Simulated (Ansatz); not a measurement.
Reaction (SMILES): F (HF) → F atom + H atom
B3LYP-D3(BJ)/def2-TZVP geometries, fixed; electronic energies without zero-point terms.

How fast the bond dissociation energy converges with the basis for several methods (Ansatz, a quantum-chemistry and plane-wave program): deviation from each method's own reference, in kcal/mol. References: CCSD(T) 141.45 kcal/mol, Hartree-Fock in aug-cc-pV5Z plus the correlation part extrapolated as X^-3 from aug-cc-pVQZ and aug-cc-pV5Z; HF 96.68 kcal/mol, the value in aug-cc-pV5Z; MP2 146.35 kcal/mol, Hartree-Fock in aug-cc-pV5Z plus the correlation part extrapolated as X^-3 from aug-cc-pVQZ and aug-cc-pV5Z; PBE 142.16 kcal/mol, the value in aug-cc-pV5Z; PBE0 136.94 kcal/mol, the value in aug-cc-pV5Z; r2SCAN 138.35 kcal/mol, the value in aug-cc-pV5Z. All functions are spherical. In correlated methods cores are frozen. Open shells are unrestricted. No added dispersion term, no relativity. 

```json
[
 {"basis": "STO-3G", "functions": "6", "CCSD(T)": "-50.56", "HF": "-22.35", "MP2": "-60.95", "PBE": "-24.10", "PBE0": "-24.25", "r2SCAN": "-25.11"},
 {"basis": "def2-SVPD", "functions": "31", "CCSD(T)": "-5.43", "HF": "1.21", "MP2": "-6.27", "PBE": "0.30", "PBE0": "0.43", "r2SCAN": "0.33"},
 {"basis": "aug-cc-pVDZ", "functions": "32", "CCSD(T)": "-7.01", "HF": "-0.88", "MP2": "-7.81", "PBE": "-1.53", "PBE0": "-1.41", "r2SCAN": "-1.11"},
 {"basis": "def2-TZVP", "functions": "37", "CCSD(T)": "-7.07", "HF": "-1.72", "MP2": "-7.70", "PBE": "-2.55", "PBE0": "-2.25", "r2SCAN": "-2.25"},
 {"basis": "6-311++G(2d,2p)", "functions": "37", "CCSD(T)": "-4.80", "HF": "0.17", "MP2": "-5.41", "PBE": "-0.28", "PBE0": "-0.20", "r2SCAN": "0.04"},
 {"basis": "pcseg-2", "functions": "44", "CCSD(T)": "-3.20", "HF": "0.01", "MP2": "-3.70", "PBE": "-0.56", "PBE0": "-0.33", "r2SCAN": "-0.34"},
 {"basis": "6-311++G(3df,3pd)", "functions": "57", "CCSD(T)": "-1.01", "HF": "0.95", "MP2": "-1.51", "PBE": "0.52", "PBE0": "0.63", "r2SCAN": "0.69"},
 {"basis": "pcseg-4", "functions": "162", "CCSD(T)": "-0.21", "HF": "0.09", "MP2": "-0.41", "PBE": "0.00", "PBE0": "0.02", "r2SCAN": "0.04"}
]
```

Mean absolute deviation over def2-TZVP, 6-311++G(2d,2p), pcseg-2, 6-311++G(3df,3pd): HF 0.71, r2SCAN 0.83, PBE0 0.85, PBE 0.98, CCSD(T) 4.02, MP2 4.58 kcal/mol.
